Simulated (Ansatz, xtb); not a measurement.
# Ligand exchange: SiH3Cl + NaSH → SiH3(SH) + NaCl

Species: SiH3Cl (chlorosilane) `[SiH3]Cl`, singlet; NaSH `[Na][SH]`, singlet; SiH3(SH) (sulfanylsilane), singlet; NaCl, singlet. The partners trade Cl for SH: Si–Cl and Na–SH bonds give way to Si–SH and Na–Cl.

Shapes, held fixed at every level: PBE0-D4/def2-TZVP. Programs: Ansatz 0.2.0, xtb 6.7.1. The zero-point and thermal change to 298 K, harmonic and unscaled (PBE0-D4/def2-TZVP), is +2.2 kJ/mol.

(1) Estimate ΔH(298 K) of this reaction.

Results:

(1) The highest level, CCSD(T)/def2-TZVPP, gives ΔH(298 K) = -37.3 kJ/mol; the levels span -43.1 to -18.4. The column of differences is taken from that level and isn't an error. No measured value is set beside it here. Outer-core shells of Na are correlated, in sets that cover them unevenly.

```csv
level,kind,ΔH(298 K) (kJ/mol),less CCSD(T)/def2-TZVPP
GFN2-xTB,semi-empirical,-18.4,+18.9
PBE-D4/def2-TZVPP,GGA,-36.0,+1.3
B3LYP-D4/def2-TZVPP,global hybrid,-37.3,0.0
wB97M-V/def2-TZVPP,range-separated hybrid,-37.2,+0.1
wB97X-V/def2-TZVPP,range-separated hybrid,-41.2,-3.9
CCSD(T)/def2-SVP,coupled cluster or CI,-42.6,-5.3
CCSD/def2-SVP,coupled cluster or CI,-43.1,-5.8
CCSD(T)/def2-TZVPP,coupled cluster or CI,-37.3,0.0
```
